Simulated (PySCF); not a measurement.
# HAsF⁺, singlet in cc-pVDZ: errors against RCCSDT(Q)

Geometry: that of the HAsF, doublet, kept fixed.

```xyz
3

F     0.0000    0.0357    1.3983
As    0.0000   -0.0292   -0.3476
H     0.0000    1.4974   -0.5163
```

Basis cc-pVDZ; PySCF 2.14.0. Only valence electrons are correlated (noble-gas cores and the filled d shells of p-block atoms frozen), which leaves 12 electrons in 31 orbitals. Prefix R: restricted or restricted open-shell reference. No spin–orbit coupling is included, and no scalar relativity.

Full CI isn't at hand for all of this; RCCSDT(Q) serves as the reference, and is uncertain by the last step of the cluster series or more.

```
T1 diagnostic (ROHF- or RHF-based CCSD)             : 0.0268
largest doubles amplitude (ROHF- or RHF-based CCSD) : 0.065
```

```tsv
level	E − E(RHF) (eV)
RMP2	-7.7033
RCCSD	-8.1906
RCCSD(T)	-8.4086
```

**Question.** Estimate how far RCCSDT(Q) in cc-pVDZ lies from RCCSD(T). The table doesn't fix it; the size of (T) and the diagnostics are the guide.

**Answer.** RCCSDT(Q) in cc-pVDZ lies 1.87 mEh below RCCSD(T), which is 23 % of the (T) step (-8.01 mEh). T1 is raised, but (T) still catches most of what CCSD lacks. The miss exceeds 1 kcal/mol.

The other levels:

```
 level  E − E(RCCSDT(Q)) (mEh)  share of correlation (%)  wall time
RCCSDT                    1.03                     99.67          –
```

The correlation energy at RCCSDT(Q), counted from RHF, is -8.459 eV. That run took 49 s on 1 thread of Arm Neoverse V1, shared host.

Times are those of the correlated step on a shared host, with one SCF added for the restricted CCSD run; they ran on 1 thread of Arm Neoverse V1.
